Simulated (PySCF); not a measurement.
# ClF (chlorine monofluoride): levels of theory compared

Aim: a comparison of 6 runs (HF/cc-pVDZ, HF/def2-SVP, B3LYP/6-31G*, TPSSh/aug-cc-pVDZ, MP2/def2-SVP) of ClF (chlorine monofluoride). The job is set up through a Python script.

The results are computed with PySCF 2.14.0.

### Step 1. The structure to begin with

The species is ClF (2 atoms), meant as a singlet with charge 0. As SMILES, `FCl`. Geometry: relaxed at GFN2-xTB.

Bond lengths: F1–Cl2 1.682 Å.

### Step 2. Energy and gradient at HF/cc-pVDZ (run 1)

The input, calc.py:

```python
from pyscf import gto, scf

mol = gto.Mole()
mol.atom = [
    ('F', (0.000000, 0.000000, 0.000000)),
    ('Cl', (0.000000, 0.000000, 1.682250)),
]
mol.verbose = 3
mol.charge = 0
mol.max_memory = 1860
mol.basis = 'cc-pvdz'
mol.build()

mf = scf.RHF(mol)
mf.conv_tol = 1e-10
mf.kernel()
if not mf.converged:
    mf = mf.newton().run(mf.mo_coeff, mf.mo_occ)

etot = mf.e_tot
print('E(%s) = %.9f' % ('HF', etot))
grad = mf.nuc_grad_method().kernel()
mf.analyze()
```

Run with:

```
$ OMP_NUM_THREADS=1 python calc.py
```

Log:

```text
converged SCF energy = -558.84249368157
E(HF) = -558.842493682
--------------- RHF gradients ---------------
         x                y                z
0 F    -0.0000000000    -0.0000000000    -0.0324432623
1 Cl     0.0000000000     0.0000000000     0.0324432623
----------------------------------------------
**** MO energy ****
MO #1   energy= -104.935358821928  occ= 2
MO #2   energy= -26.3553734284494  occ= 2
MO #3   energy= -10.6548906305921  occ= 2
MO #4   energy= -8.12326750454594  occ= 2
MO #5   energy= -8.1171588710475   occ= 2
MO #6   energy= -8.11715887104747  occ= 2
MO #7   energy= -1.61931426377845  occ= 2
MO #8   energy= -1.10748692565384  occ= 2
MO #9   energy= -0.707585342863407 occ= 2
MO #10  energy= -0.7075853428634   occ= 2
MO #11  energy= -0.673590609934253 occ= 2
MO #12  energy= -0.497561712139598 occ= 2
MO #13  energy= -0.497561712139594 occ= 2
MO #14  energy= 0.0514293779400434 occ= 0
MO #15  energy= 0.687764162233855  occ= 0
MO #16  energy= 0.717161014346505  occ= 0
MO #17  energy= 0.717161014346512  occ= 0
MO #18  energy= 0.77694965004952   occ= 0
MO #19  energy= 0.901686137693137  occ= 0
MO #20  energy= 0.901686137693138  occ= 0
MO #21  energy= 0.925416117359038  occ= 0
MO #22  energy= 0.925416117359042  occ= 0
MO #23  energy= 1.12525524984415   occ= 0
MO #24  energy= 1.51288459555929   occ= 0
MO #25  energy= 1.51288459555929   occ= 0
MO #26  energy= 1.56576913719325   occ= 0
MO #27  energy= 2.36663401797927   occ= 0
MO #28  energy= 3.95117851152635   occ= 0
MO #29  energy= 3.95117851152635   occ= 0
MO #30  energy= 3.95991022227018   occ= 0
MO #31  energy= 3.95991022227018   occ= 0
MO #32  energy= 4.16589729322517   occ= 0
 ** Mulliken atomic charges  **
charge of    0F =     -0.30770
charge of    1Cl =      0.30770
Dipole moment(X, Y, Z, Debye): -0.00000,  0.00000,  1.53175
```

Wall time 3.6 s (1 thread of Intel Xeon at 2.50GHz (Skylake/Cascade Lake), shared host); peak memory 0.12 GiB.

### Step 3. Energy and gradient at HF/def2-SVP (run 2)

The input, job.py:

```python
from pyscf import gto, scf

mol = gto.Mole()
mol.atom = '''
F      0.000000     0.000000     0.000000
Cl     0.000000     0.000000     3.178992
'''
mol.spin = 0
mol.basis = 'def2-svp'
mol.unit = 'bohr'
mol.max_memory = 1860
mol.verbose = 4
mol.build()

mf = scf.RHF(mol)
mf.conv_tol = 1e-10
mf.kernel()
if not mf.converged:
    mf = mf.newton().run(mf.mo_coeff, mf.mo_occ)

e_tot = mf.e_tot
print('E(%s) = %.9f' % ('HF', e_tot))
grad = mf.nuc_grad_method().kernel()
mf.analyze()
```

Run with:

```
$ OMP_NUM_THREADS=1 python job.py
```

Log:

```text
PySCF version 2.14.0

[INPUT] num. atoms = 2
[INPUT] num. electrons = 26
[INPUT] charge = 0
[INPUT] spin (= nelec alpha-beta = 2S) = 0
[INPUT] symmetry False subgroup None
[INPUT] Mole.unit = bohr
[INPUT] Symbol           X                Y                Z      unit          X                Y                Z       unit  Magmom
[INPUT]  1 F      0.000000000000   0.000000000000   0.000000000000 AA    0.000000000000   0.000000000000   0.000000000000 Bohr   0.0
[INPUT]  2 Cl     0.000000000000   0.000000000000   1.682250120097 AA    0.000000000000   0.000000000000   3.178992000000 Bohr   0.0

nuclear repulsion = 48.1284633619713
number of shells = 14
number of NR pGTOs = 60
number of NR cGTOs = 32
basis = def2-svp
ecp = {}

[... 50 lines left out ...]
One-electron Energy =                 -869.364330790667054
[... 6 lines left out ...]
MO #2   energy= -26.3410065894958  occ= 2
[... 4 lines left out ...]
MO #7   energy= -1.58938933530744  occ= 2
[... 4 lines left out ...]
MO #12  energy= -0.49760641320879  occ= 2
[... 4 lines left out ...]
MO #17  energy= 0.938308602500611  occ= 0
[... 4 lines left out ...]
MO #22  energy= 1.07831973543177   occ= 0
[... 4 lines left out ...]
MO #27  energy= 1.95979730634847   occ= 0
[... 4 lines left out ...]
MO #32  energy= 3.71154899403961   occ= 0
[... 37 lines left out ...]
Dipole moment(X, Y, Z, Debye):  0.00000, -0.00000,  1.63251
```

It took 3.9 s on 1 thread of Intel Xeon at 2.50GHz (Skylake/Cascade Lake), shared host; peak memory 0.12 GiB.

Run 3 isn't shown in full; the table further down has it.

### Step 4. Energy and gradient at B3LYP/6-31G(d) (Cartesian functions) (run 4)

The input, run.py:

```python
# chlorine monofluoride
import pyscf.grad
from pyscf import gto, dft

mol = gto.M(
    atom='F 0.000000 0.000000 0.000000; Cl 0.000000 0.000000 1.682250',
    charge=0,
    max_memory=1860,
    basis='6-31g*',
    verbose=4,
    cart=True,
)

mf = dft.RKS(mol)
mf.xc = 'b3lyp'
mf.grids.level = 5
mf.conv_tol = 1e-10
mf.kernel()
if not mf.converged:
    mf = mf.newton().run(mf.mo_coeff, mf.mo_occ)

etot = mf.e_tot
print(f'total energy: {etot:.8f} hartree')
grad = mf.Gradients().kernel()
mf.analyze()
```

Run with:

```
$ OMP_NUM_THREADS=1 python run.py
```

Log:

```text
PySCF version 2.14.0

[INPUT] num. atoms = 2
[INPUT] num. electrons = 26
[INPUT] charge = 0
[INPUT] spin (= nelec alpha-beta = 2S) = 0
[INPUT] symmetry False subgroup None
[INPUT] Mole.unit = angstrom
[INPUT] Cartesian GTO integrals (6d 10f)
[INPUT] Symbol           X                Y                Z      unit          X                Y                Z       unit  Magmom
[INPUT]  1 F      0.000000000000   0.000000000000   0.000000000000 AA    0.000000000000   0.000000000000   0.000000000000 Bohr   0.0
[INPUT]  2 Cl     0.000000000000   0.000000000000   1.682250000000 AA    0.000000000000   0.000000000000   3.178991773050 Bohr   0.0

nuclear repulsion = 48.1284667978957
number of shells = 14
number of NR pGTOs = 80
number of NR cGTOs = 34
basis = 6-31g*
ecp = {}

[... 52 lines left out ...]
total energy: -559.94253014 hartree
[... 14 lines left out ...]
Two-electron Coulomb Energy =          300.596033748167827
[... 6 lines left out ...]
MO #4   energy= -7.31139008406714  occ= 2
[... 4 lines left out ...]
MO #9   energy= -0.520368159503708 occ= 2
[... 4 lines left out ...]
MO #14  energy= -0.128350270378146 occ= 0
[... 4 lines left out ...]
MO #19  energy= 0.743753030636396  occ= 0
[... 4 lines left out ...]
MO #24  energy= 1.12056153245749   occ= 0
[... 4 lines left out ...]
MO #29  energy= 1.82624395793734   occ= 0
[... 4 lines left out ...]
MO #34  energy= 4.23327477597896   occ= 0
[... 39 lines left out ...]
Dipole moment(X, Y, Z, Debye): -0.00000,  0.00000,  1.01085
```

It took 9.6 s on 1 thread of Intel Xeon at 2.50GHz (Skylake/Cascade Lake), shared host; peak memory 0.39 GiB.

Run 5 isn't shown in full; the table further down has it.

### Step 5. Energy and forces at MP2/def2-SVP (run 6)

The input, input.xyz:

```xyz
2

F      0.000000     0.000000     0.000000
Cl     0.000000     0.000000     1.682250
```

The input, input.py:

```python
from pyscf import gto, scf, mp

system = gto.Mole()
system.atom = 'input.xyz'
system.max_memory = 1860
system.verbose = 4
system.basis = 'def2-svp'
system.spin = 0
system.build()

calc0 = scf.RHF(system)
calc0.conv_tol = 1e-10
calc0.kernel()
if not calc0.converged:
    calc0 = calc0.newton().run(calc0.mo_coeff, calc0.mo_occ)

pt = mp.MP2(calc0, frozen=6).run()
energy = pt.e_tot
print(f'total energy: {energy:.8f} hartree')
grad = pt.nuc_grad_method().kernel()
dip = calc0.dip_moment()
pop, q = calc0.mulliken_pop()
```

Run with:

```
$ OMP_NUM_THREADS=1 python input.py
```

Log:

```text
PySCF version 2.14.0

[INPUT] num. atoms = 2
[INPUT] num. electrons = 26
[INPUT] charge = 0
[INPUT] spin (= nelec alpha-beta = 2S) = 0
[INPUT] symmetry False subgroup None
[INPUT] Mole.unit = angstrom
[INPUT] Symbol           X                Y                Z      unit          X                Y                Z       unit  Magmom
[INPUT]  1 F      0.000000000000   0.000000000000   0.000000000000 AA    0.000000000000   0.000000000000   0.000000000000 Bohr   0.0
[INPUT]  2 Cl     0.000000000000   0.000000000000   1.682250000000 AA    0.000000000000   0.000000000000   3.178991773050 Bohr   0.0

nuclear repulsion = 48.1284667978957
number of shells = 14
number of NR pGTOs = 60
number of NR cGTOs = 32
basis = def2-svp
ecp = {}

[... 37 lines left out ...]
converged SCF energy = -558.603956476432
[... 8 lines left out ...]
total energy: -558.93153171 hartree
[... 5 lines left out ...]
Dipole moment(X, Y, Z, Debye): -0.00000,  0.00000,  1.63251
[... 35 lines left out ...]
charge of    1Cl =      0.33213
```

Wall time 4.5 s (1 thread of Intel Xeon at 2.50GHz (Skylake/Cascade Lake), shared host); peak memory 0.14 GiB.

### Step 6. Overview of the runs

| run | level | integration grid | Cartesian functions | energy (Eh) | dipole moment (D) of the reference | HOMO energy (eV) | LUMO energy (eV) | wall time |
| --- | --- | --- | --- | --- | --- | --- | --- | --- |
| 1 | HF/cc-pVDZ | – | no | -558.842494 | 1.53 | -13.54 | 1.40 | 3.6 s |
| 2 | HF/def2-SVP | – | no | -558.603956 | 1.63 | -13.54 | 1.60 | 3.9 s |
| 3 | B3LYP/6-31G* (spherical functions) | 5 | no | -559.938107 | 1.01 | -8.99 | -3.48 | 11 s |
| 4 | B3LYP/6-31G* (Cartesian functions) | 5 | yes | -559.942530 | 1.01 | -8.99 | -3.49 | 9.6 s |
| 5 | TPSSh/aug-cc-pVDZ | 5 | no | -559.988846 | 0.94 | -8.80 | -4.35 | 18 s |
| 6 | MP2/def2-SVP | – | no | -558.931532 | 1.63 | -13.54 | 1.60 | 4.5 s |

### Step 7. Summary of results

| quantity | value |
| --- | --- |
| run 6: total energy | -558.93153 Eh |
| run 6: dipole moment (Hartree–Fock density) | 1.63 D |
| run 6: HOMO energy (Hartree–Fock orbitals) | -13.54 eV |
| run 6: LUMO energy (Hartree–Fock orbitals) | 1.60 eV |
| run 6: HOMO–LUMO gap (Hartree–Fock orbitals) | 15.14 eV |
| run 6: correlation energy (6 core orbitals frozen) | -327.6 mEh |
| run 6: largest force on an atom | 0.534 eV/Å |

Over runs 1, 2, 3, 4, 5 the dipole moment (its size) runs from 0.94 D (TPSSh/aug-cc-pVDZ) to 1.63 D (HF/def2-SVP). The two ends differ in method and basis. Over runs 1, 2, 3, 4, 5 the HOMO–LUMO gap runs from 4.45 eV (TPSSh/aug-cc-pVDZ) to 15.14 eV (HF/def2-SVP). Totals of different functionals can't be ranked against each other. All runs together took 50 s, the longest 18 s.
